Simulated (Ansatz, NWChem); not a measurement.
## P2 (diphosphorus): methods side by side

The species is P2 (2 atoms), meant as a singlet with charge 0. SMILES: `P#P`. The bond length is the measured one.

```xyz
2

P     0.0000    0.0000    0.0000
P     0.0000    0.0000    1.8934
```

Each level gives the atomisation enthalpy at 298 K (kJ/mol). The values are calculated. The thermal term (zero-point and 298 K enthalpy, harmonic and unscaled) is that of wB97M-V/jorge-QZP; the spin-orbit lowering of the free atoms at 298 K, 0.0 kJ/mol by their spectra, is taken off.

Measured value to compare with: NIST-JANAF tables gives the atomisation enthalpy at 298 K of the gas as 489 kJ/mol.

```
              level                    kind  program  value (kJ/mol)  computed − measured  CPU time (all runs)
  SVWN5/def2-TZVPPD                     LDA   Ansatz             599                 +110                1.8 s
   BLYP/def2-TZVPPD                     GGA   NWChem             509                  +20                 16 s
  M06-L/def2-TZVPPD                meta-GGA   NWChem             485                   -4                 30 s
   PBE0/def2-TZVPPD           global hybrid   NWChem             466                  -23                 16 s
  HSE06/def2-TZVPPD  range-separated hybrid   Ansatz             468                  -21                3.7 s
 B2PLYP/def2-TZVPPD           double hybrid   Ansatz             482                   -7                4.2 s
RPA@PBE/def2-TZVPPD                     RPA   Ansatz             455                  -34                4.5 s
    MP2/def2-TZVPPD     perturbation theory   Ansatz             456                  -33                1.8 s
CCSD(T)/def2-TZVPPD   coupled cluster or CI   Ansatz             443                  -46                4.7 s
```

Nearest: M06-L/def2-TZVPPD (-4 kJ/mol); farthest: SVWN5/def2-TZVPPD (+110 kJ/mol). Computed less measured by kind, in kJ/mol (def2-TZVPPD rows): LDA +110; GGA +20; meta-GGA -4; global hybrid -23; range-separated hybrid -21; double hybrid -7; RPA -34; perturbation theory -33; coupled cluster or CI -46. Wave-function methods converge slowly with the basis and bind too weakly in sets of this size; that is part of their error here. Times are those of the runs behind each value, whatever else they computed, on shared processors of several kinds: orders of magnitude only.
